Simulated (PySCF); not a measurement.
Simulated Cl 2p region for `[Na][Cl]` (sodium chloride), binding energy against the vacuum level.

Every computed line was given a Gaussian of 0.6 eV full width at half maximum and an area set by the number of equivalent atoms (split 2:1 within a doublet); the highest printed point is 100. Computed with delta-SCF UKS SCAN, pcX-2 on the ionised atom, pcseg-1 elsewhere, spin-free X2C in PySCF 2.14.0.

| binding energy (eV) | intensity |
| --- | --- |
| 201.8 | 1 |
| 201.9 | 2 |
| 202.0 | 6 |
| 202.1 | 13 |
| 202.2 | 27 |
| 202.3 | 47 |
| 202.4 | 71 |
| 202.5 | 91 |
| 202.6 | 100 |
| 202.7 | 94 |
| 202.8 | 76 |
| 202.9 | 53 |
| 203.0 | 31 |
| 203.1 | 16 |
| 203.2 | 7 |
| 203.3 | 3 |
| 203.4 | 1 |
| 203.5 | 1 |
| 203.6 | 2 |
| 203.7 | 4 |
| 203.8 | 9 |
| 203.9 | 18 |
| 204.0 | 29 |
| 204.1 | 40 |
| 204.2 | 48 |
| 204.3 | 50 |
| 204.4 | 44 |
| 204.5 | 33 |
| 204.6 | 21 |
| 204.7 | 12 |
| 204.8 | 6 |
| 204.9 | 2 |
| 205.0 | 1 |
| 205.1 | 0 |

Problem. How many maxima does the curve show, and how many computed lines lie under it?

Solution. The curve has 2 maxima (at 202.6 and 204.3 eV). Under it lie 2 lines from 1 inequivalent chlorine site, drawn as a 2p3/2, 2p1/2 pair.

Problem. Decompose the envelope and assign each component. Numbering: `[Na:1][Cl:2]`.

Solution. 
```json
{"position (eV)": "202.61", "relative area": "0.67", "line": "Cl 2p3/2", "atoms": "Cl2", "environment": "chlorine bonded to Na"}
{"position (eV)": "204.27", "relative area": "0.33", "line": "Cl 2p1/2", "atoms": "Cl2", "environment": "chlorine bonded to Na"}
```

Shake-up satellites, vibrational structure and lifetime widths aren't simulated. The 2p values aren't plain energy differences: one relaxed spin-free 2p hole is combined with a matrix within the shell (ground-state 2p orbital-energy differences and spin–orbit coupling). 2p3/2, the mean of its two sublevels, lies a third of the splitting below the shell's mean and 2p1/2 two thirds above it; the statistical areas are 2:1. 2p1/2 minus 2p3/2 (ligand field included): Cl 1.65 eV. Isolated species at its PBE0-D3(BJ)/def2-SVP geometry, gas phase.

On one thread of an Arm Neoverse V1, on a shared host, this took 1.7 s wall.
